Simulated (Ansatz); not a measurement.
**A relaxation, step by step**

CH4FS, doublet, PBE0-D4/def2-TZVP (Ansatz 0.2.0). Settings:

```yaml
hamiltonian: {xc: pbe0, dispersion: d4}
relax: {f_tol: 0.005, max_steps: 200}
```

Start, a step off a saddle point along its unstable mode:

```
7
angstrom
H 0.5440 -0.7901 0.0872
S 1.5010 -1.3321 0.3993
C -0.9975 0.4776 -0.3574
F -0.5211 1.6133 0.0942
H 2.0881 -0.2370 0.9140
H -0.9115 0.3123 -1.4340
H -1.7029 -0.0438 0.2967
```

```csv
step,energy less the last (meV),largest force component (eV/Å)
1,905.5,8.094
2,166.1,2.869
3,19.1,0.659
4,3.6,0.309
5 (rejected trial),4.3,0.269
6,0.9,0.064
7,0.7,0.014
8,0.5,0.035
9,0.4,0.071
10,0.2,0.025
11,0.1,0.008
12,0.0,0.032
13,0.0,0.007
14,0.0,0.004
```

Step 4, positions (Å) and forces (eV/Å):

```json
{"atom": "H1", "x": "0.665", "y": "-0.992", "z": "0.108", "Fx": "0.034", "Fy": "-0.077", "Fz": "-0.006"}
{"atom": "S2", "x": "1.855", "y": "-1.462", "z": "0.537", "Fx": "-0.025", "Fy": "0.309", "Fz": "0.059"}
{"atom": "C3", "x": "-1.149", "y": "0.528", "z": "-0.419", "Fx": "0.044", "Fy": "0.064", "Fz": "-0.004"}
{"atom": "F4", "x": "-0.504", "y": "1.576", "z": "0.095", "Fx": "-0.099", "Fy": "-0.143", "Fz": "-0.080"}
{"atom": "H5", "x": "2.209", "y": "-0.232", "z": "0.968", "Fx": "-0.012", "Fy": "-0.232", "Fz": "-0.057"}
{"atom": "H6", "x": "-1.155", "y": "0.475", "z": "-1.502", "Fx": "0.024", "Fy": "0.037", "Fz": "0.087"}
{"atom": "H7", "x": "-1.922", "y": "0.107", "z": "0.213", "Fx": "0.035", "Fy": "0.041", "Fz": "0.001"}
```

Step 7, positions (Å) and forces (eV/Å):

```tsv
atom	x	y	z	Fx	Fy	Fz
H1	0.667	-1.027	0.089	0.004	-0.003	0.001
S2	1.862	-1.445	0.549	-0.003	0.007	0.000
C3	-1.149	0.525	-0.416	-0.004	-0.014	-0.004
F4	-0.480	1.550	0.103	0.004	0.006	0.003
H5	2.186	-0.210	0.960	-0.004	-0.003	-0.003
H6	-1.153	0.482	-1.498	0.000	0.003	0.003
H7	-1.934	0.125	0.214	0.002	0.004	-0.001
```

Step 11, positions (Å) and forces (eV/Å):

```tsv
atom	x	y	z	Fx	Fy	Fz
H1	0.667	-1.129	0.069	0.006	-0.004	0.002
S2	1.885	-1.409	0.568	-0.005	0.006	-0.001
C3	-1.138	0.520	-0.412	0.002	0.001	0.004
F4	-0.396	1.484	0.128	-0.008	-0.007	-0.004
H5	2.078	-0.130	0.924	-0.001	-0.003	-0.001
H6	-1.157	0.511	-1.494	0.003	0.003	-0.003
H7	-1.939	0.153	0.216	0.002	0.003	0.003
```

Last step (14):

```csv
atom,x (Å),y (Å),z (Å)
H1,0.6726,-1.1613,0.0651
S2,1.8948,-1.4018,0.5739
C3,-1.1370,0.5223,-0.4112
F4,-0.3834,1.4742,0.1327
H5,2.0504,-0.1137,0.9147
H6,-1.1572,0.5190,-1.4933
H7,-1.9404,0.1614,0.2178
```

The run took about 34 s on 4 CPU threads of an Arm Neoverse N1 (shared host).
